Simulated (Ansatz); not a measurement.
This Ansatz (a first-principles code) input (MP2/cc-pV(5+d)Z) gives -437.52109 Eh with 356 basis functions. A basis named .json is the Basis Set Exchange file of that set (core-valence sets with the plain set on hydrogen).

Ansatz 0.2 input:
```yaml
crystal:
  periodic: [false, false, false]
  atoms:
    - {symbol: C, position_ang: [-0.01391223, 1.10555582, 0.01242075]}
    - {symbol: S, position_ang: [0.00131840, -0.69162862, -0.00793970]}
    - {symbol: H, position_ang: [1.03361851, 1.42417014, 0.04011488]}
    - {symbol: H, position_ang: [-0.50619286, 1.49393861, 0.90330915]}
    - {symbol: H, position_ang: [-0.46504668, 1.51461421, -0.89091335]}
basis:
  gaussian:
    orbitals: cc-pV_5+d_Z.json
magnetization: {spin_polarized: true, initial_magnetization: 1}
correlation: {method: mp2, electrons: outside_noble_gas}
```

Change:
```diff
- orbitals: cc-pV_5+d_Z.json
+ orbitals: aug-pcseg-3
```

### Question
What does the run give now?

### Answer
-437.50337 Eh (MP2/aug-pcseg-3, 321 functions), a change of +17.72 mEh.
